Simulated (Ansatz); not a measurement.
Ansatz (a quantum-chemistry and plane-wave program) input (HF/3-21G): The .json file is the Basis Set Exchange's 3-21G.

Ansatz 0.2 input:
```yaml
crystal:
  periodic: [false, false, false]
  atoms:
    - {symbol: O, position_ang: [0.02512050, -0.69206711, 0.00480534]}
    - {symbol: C, position_ang: [0.00237485, 0.74432780, -0.00550910]}
    - {symbol: C, position_ang: [1.33564990, -1.26936178, -0.00614266]}
    - {symbol: C, position_ang: [-1.46472650, 1.16067350, 0.00844012]}
    - {symbol: H, position_ang: [0.52200093, 1.13612159, 0.86435026]}
    - {symbol: H, position_ang: [0.50162088, 1.12318072, -0.89286068]}
    - {symbol: H, position_ang: [1.20611725, -2.34100305, 0.00325169]}
    - {symbol: H, position_ang: [1.88879038, -0.98423821, -0.89632599]}
    - {symbol: H, position_ang: [1.90923761, -0.97125468, 0.86667776]}
    - {symbol: H, position_ang: [-1.96430408, 0.75337662, -0.86064590]}
    - {symbol: H, position_ang: [-1.94394472, 0.76630436, 0.89478198]}
    - {symbol: H, position_ang: [-1.56027188, 2.24021233, 0.00159805]}
basis:
  gaussian:
    orbitals: 3-21G.json
hamiltonian:
  xc: {name: HF}
phonons: {temperatures: {t_min: 298.15, t_max: 298.15, t_step: 100}}
```

### Question
Which harmonic wavenumbers does it give?

### Answer
115, 215, 268, 288, 476, 908, 919, 1056, 1213, 1222, 1262, 1300, 1330, 1432, 1548, 1572, 1635, 1656, 1674, 1675, 1692, 1710, 3165, 3175, 3196, 3209, 3212, 3274, 3287, 3288 cm⁻¹ (unscaled; negative means imaginary).
